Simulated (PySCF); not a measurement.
Electronic absorption of dimethylketene

Dimethylketene, C4H6O.
InChI=1S/C4H6O/c1-4(2)3-5/h1-2H3

The calculation used TDDFT CAM-B3LYP/def2-SVPD, vertical, gas phase, core orbitals frozen in the response in PySCF 2.14.0, density-fitted response routines. Isolated species at its PBE0-D3(BJ)/def2-SVP geometry, gas phase.

Task: List the vertical singlet excitations with oscillator strengths and describe the spectrum.

Result: 

```
state  E (eV)  ν̃ (cm⁻¹)       f  symmetry  main configurations (H = HOMO, L = LUMO)
   S1    3.39      27360  0.0000         –                                 H→L (96%)
   S2    5.55      44780  0.0001         –                               H→L+1 (91%)
   S3    6.77      54600   0.012  B1 or B2                               H→L+2 (90%)
   S4    7.06      56960  0.0000         –                               H→L+3 (94%)
   S5    7.43      59940   0.206        A1                   H→L+4 (81%), H-1→L (9%)
   S6    7.65      61720  0.0094  B1 or B2                               H→L+5 (93%)
   S7    7.99      64480   0.031        A1                               H→L+6 (94%)
   S8    8.22      66330  0.0000         –                               H→L+7 (94%)
   S9    8.49      68500   0.054        A1                               H→L+9 (84%)
  S10    8.57      69130   0.017  B1 or B2                 H→L+8 (63%), H→L+10 (30%)
```

Triplets, Tamm–Dancoff:

```
state  E (eV)  λ (nm)  main configurations (H = HOMO, L = LUMO)
   T1    3.02   410.5                                 H→L (96%)
   T2    5.05   245.3      H→L+4 (74%), H→L+9 (13%), H→L+6 (9%)
   T3    5.41   229.1                               H→L+1 (88%)
   T4    6.61   187.5                               H→L+2 (84%)
```

The lowest singlet comes at 366 nm (327 kJ/mol) in the ultraviolet; it is dark (f under 0.0005); its leading configuration is HOMO→LUMO (96%). The most intense listed level is S5 at 7.43 eV (167 nm, f = 0.206), 4.04 eV above S1. Löwdin shares by element: HOMO carbon 63% or more, oxygen 22% (atoms not listed hold the other 15%); LUMO carbon 53% or more, oxygen 31% (atoms not listed hold the other 15%). Weighted by f, the mean energy of these states is 7.70 eV. Orbital energies (eV): HOMO-3 -12.66, HOMO-2 -12.49, HOMO-1 -11.90, HOMO -7.60, LUMO 0.43, LUMO+1 1.06, LUMO+2 2.01. The listed states span 5.18 eV, and the widest gap between neighbours is 2.16 eV (S1 to S2). No computed singlet lies in the visible range (380 to 750 nm); the lowest, at 366 nm, stands 0.13 eV above its violet end (3.26 eV); a Tamm–Dancoff triplet lies at 410 nm, without intensity as long as spin–orbit coupling is left out. The vertical ionisation energy (ΔSCF) is 8.58 eV, 0.01 eV above S10. Symmetry labels in C2v follow from the direction of the transition dipole and are given only for states with f of 0.002 or more; B1 and B2 swap with the choice of axes. The window holds the lowest 10 singlets.
